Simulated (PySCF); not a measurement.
How methods differ on the ionisation energy of He

He 1s2 (1S) → He⁺ 1s1 (2S), as a difference of total energies. Computed with PySCF 2.14 in def2-TZVP, with no relativity, point nucleus. Correlated levels: valence: nothing frozen. The calculations carry no spin-orbit coupling.

**Question.** Order these methods by the ionisation energy they give, lowest first.
A. MP2 (valence)
B. r2SCAN
C. CCSD (valence)
D. TPSS

**Answer.** A (24.176 eV), C (24.349 eV), B (24.611 eV), D (24.741 eV).

Errors of the correlated levels include the incompleteness of this basis.

With two correlated electrons CCSD is exact in that space.

For comparison: 24.587 eV (measured; NIST Atomic Spectra Database, ionization energies).
